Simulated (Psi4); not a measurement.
Process, species as SMILES: ClC(Cl)(Cl)Cl + 4 [H][H] (H2) → C (CH4) + 4 Cl (HCl)
B3LYP-D3(BJ)/def2-TZVP geometries, fixed; electronic energies without zero-point terms.
Largest species:
```
C
Cl 1 1.7795
Cl 1 1.7795 2 109.47
Cl 1 1.7795 2 109.47 3 -120.00
Cl 1 1.7795 2 109.47 4 -120.00
```

Effect of the grid (radial, spherical points) at PBE/aug-cc-pV(T+d)Z with Psi4, against the last row, where the energy of full hydrogenation is -94.99 kcal/mol. Cost is core time over that of grid: 35, 110, rough, on shared machines of one kind.

| setting | grid points, largest species | largest shift of a total energy (mEh) | shift of the energy of full hydrogenation (kcal/mol) | cost |
|---|---|---|---|---|
| grid: 35, 110 | 18990 | 4.342 | 0.058 | 1× |
| grid: 50, 194 | 47364 | -0.047 | -0.007 | 1× |
| grid: 75, 302 | 108864 | 0.004 | 0.001 | 2× |
| grid: 99, 590 | 281138 | 0.000 | 0.000 | 3× |
| grid: 150, 974 | 698874 | 0.000 | 0.000 | 5× |

Within 0.02 kcal/mol in the energy of full hydrogenation: grid: 50, 194; grid: 75, 302; grid: 99, 590. The largest shift is 4.342 mEh in a total energy and 0.058 kcal/mol in the difference.
